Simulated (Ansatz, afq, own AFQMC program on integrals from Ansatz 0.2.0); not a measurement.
AFQMC on a folder of integrals that Ansatz 0.2.0 wrote.

```yaml
crystal:
  periodic: [false, false, false]
  atoms:
    - {symbol: Br, position_ang: [0.000000, 0.000000, -1.344867]}
    - {symbol: H, position_ang: [0.000000, 0.000000, 0.075733]}
    - {symbol: F, position_ang: [0.000000, 0.000000, 1.269133]}
basis:
  gaussian: {orbitals: cc-pVTZ}
magnetization: {spin_polarized: true, initial_magnetization: 1}
correlation: {method: ccsd_t, electrons: outside_noble_gas, hamiltonian_folder: ham}
```

```sh
$ ansatz run in.yaml --threads 1 --pin off --events-out ev --progress --plain --max-ram 24576MiB --backend cuda --devices 0, --max-vram 18GiB
```

afq runs on the folder ham with

```
--method phaseless --trial cisd --walkers 2500 --populations 20 --least-time 60 --time-step 0.005 --steps-per-block 50 --equilibration-blocks 28 --max-blocks 4000 --target-error 0.00023 --factor-cut 1e-05 --start spin_pure --seed 4441 --release-times 0.24,0.51,0.99,1.5 --release-step 0.03 --release-every 4 --taylor-order 6
```

Times are imaginary, in 1/Eh. The walk had a cap of 244 s. With eight or more populations the least sampling time is a fifth of least-time, and the error comes from their spread. Filled inner d shells are frozen with the cores.

afq prints:

```
orbitals 72  electrons 8 7  factors 488 of 549
reference energy -2672.41632870 Eh
CCSD correlation -0.43611357 Eh in 12 cycles, weight of the determinant in the CISD state 0.8606
energy of the start -2672.849454 Eh
 block  time / (1/Eh)  mean weight  energy / Eh
     1     0.250  1.0006  -2672.848392
     2     0.500  0.9995  -2672.854091
     3     0.750  0.9996  -2672.859506
     4     1.000  0.9996  -2672.863402
     5     1.250  0.9994  -2672.864199
    10     2.500  0.9996  -2672.866972
    19     4.750  1.0007  -2672.867298
    29     7.250  0.9998  -2672.866689
    39     9.750  0.9995  -2672.867763
    49    12.250  1.0004  -2672.866956
    57    14.250  0.9997  -2672.869693
    59    14.750  1.0010  -2672.868250
    69    17.250  1.0000  -2672.864550
    79    19.750  0.9998  -2672.864895
    89    22.250  0.9996  -2672.866066
    99    24.750  1.0001  -2672.866235
   107    26.750  0.9996  -2672.863803
error from the spread of 20 populations
released: time / (1/Eh)  energy / Eh  error  mean overlap
  0.24  -2672.866871  0.000197  0.9930
  0.51  -2672.867336  0.000201  0.9834
  0.99  -2672.867439  0.000246  0.9734
  1.50  -2672.867420  0.000393  0.9612
energy -2672.866292 +/- 0.000197 Eh
(rows thinned)
```

The run passed its tests (sampling time, drift between the halves within three errors, error under three times the target), which doesn't prove that it has relaxed. The second half of the sampling lies above the first by 1.8 errors of their difference, so the energy may still be moving and its error bar be too small.

Against this walk (error 5.4 meV) on the same determinant: CCSD(T) 5.4 meV higher (within the noise), CCSDT(Q) 39.1 meV lower. The error is statistical and leaves out the bias of the constraint. Released to 1.50 1/Eh the energy lies 31 ± 12 meV (both errors) below the phaseless value, which shows part or all of the bias of the constraint, and CCSDT(Q) lies 8.4 meV below the released value. CCSDT(Q) is the surest value here, so the walk's 39 meV above it is most likely the bias of the constraint with this trial, which can have either sign.

Cautions: constraint bias not in the error; no relativity below Rb; no spin-orbit coupling; inner d shell frozen.

The walk took 3.5 min on 1 × NVIDIA H100 80GB HBM3 with 2 threads of AMD EPYC 7R13 Processor (Zen 3) (shared host) (the card was shared). The log's last line is the phaseless energy.

CCSDT and higher add their correlation energy to the determinant of the CCSD(T) run, since their own runs factorise the integrals more tightly (a shift of under 2 meV). A walk keeps the symmetry of its determinant, which the program's search chose and which needn't be the lowest solution, so a lower state of the same spin and another symmetry isn't excluded.
